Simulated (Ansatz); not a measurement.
# AlFH2O: the cost of one run

Program: Ansatz 0.2.0. Level of theory: RKS r2SCAN-D4/def2-SVP. These are calculated values, not measurements.

**1. Reference run: AlFH2O, relaxed**

Contents of input.yaml:

```yaml
crystal:
  periodic: [false, false, false]
  atoms:
    - { symbol: Al, position_ang: [-0.40474, 0.174912, -0.544447] }
    - { symbol: F, position_ang: [0.484409, 0.371479, 1.359645] }
    - { symbol: O, position_ang: [0.558593, -1.19326, -0.410058] }
    - { symbol: H, position_ang: [0.771951, -0.601329, 0.700613] }
    - { symbol: H, position_ang: [-1.410313, 1.248197, -1.105753] }
basis:
  gaussian: { orbitals: def2-SVP }
hamiltonian:
  xc: r2scan
  dispersion: d4
output:
  forces: true
relax:
  f_tol: 0.02
  max_steps: 120
  constraints: [{ distance: [1, 3] }, { distance: [0, 1] }, { distance: [2, 3] }]
  escape_saddle: false
```

The run is started by

```sh
$ ansatz run input.yaml --threads 1 --pin off --max-ram 2560MiB --backend cpu --events-out ev --progress --plain --runs-dir out
```

What time and memory should one allow on 1 thread of Intel Xeon Platinum 8488C (Sapphire Rapids), shared host?

About 10 s, with a peak of 0.15 GiB.
